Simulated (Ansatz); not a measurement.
**BH2S (sextet): from Hartree-Fock to the top rungs, def2-QZVPP**

An exercise on one series of results from a longer session: the logs are not shown, and one member is left open.

Program: Ansatz 0.2.0, Gaussian basis. Level of theory: def2-QZVPP, core rule «outside noble gas», up to 6 orbitals frozen. These are calculated values, not measurements.

To be run: UHF; ROHF; CCSD(T) on UHF.

## The geometry

The geometry is a PBE0/def2-TZVP stationary point (not a proven minimum) of the parent state, kept for this charge and spin.

4 atoms, charge 0, spin multiplicity 6.

Atoms are counted from 1 here; the program's logs count them from 0.

Bond lengths: B1–S2 1.876 Å, B1–H3 1.201 Å, B1–H4 1.201 Å. Angles: S2–B1–H3 115.7°, S2–B1–H4 115.7°, H3–B1–H4 128.7°.

The first run:

The input, in.yaml:

```yaml
crystal:
  periodic: [false, false, false]
  atoms:
    - {symbol: B, position_ang: [0.000000, 0.000000, 1.316372]}
    - {symbol: S, position_ang: [0.000000, 0.000000, -0.559290]}
    - {symbol: H, position_ang: [0.000000, 1.082487, 1.836590]}
    - {symbol: H, position_ang: [0.000000, -1.082487, 1.836590]}
basis:
  gaussian: {orbitals: "def2-QZVPP.json"}
magnetization: {spin_polarized: true, initial_magnetization: 5}
hamiltonian: {xc: hf}
output: {orbitals: {seedname: orbitals}}
```

The run is started by

```sh
ansatz run in.yaml --threads 1 --pin off --events-out ev --progress --plain --max-ram 2393MiB
```

Among the steps run: UHF; ROHF; CCSD(T) on UHF.

One table of the session follows, with a row left open; its other results are not shown here.

It belongs to the step «Misses and costs». 

```
  method  from UCCSD(T) (kcal/mol)
    ROHF                   +181.29
     UHF                   +178.58
    UMP2                    +31.21
   UCCSD                         ?
UCCSD(T)                         0
```

**Question.** Estimate the row for UCCSD.

The run gave: from UCCSD(T) (kcal/mol): +8.79. In the column «from UCCSD(T) (kcal/mol)» it lies between UCCSD(T) (0) and UMP2 (+31.21).
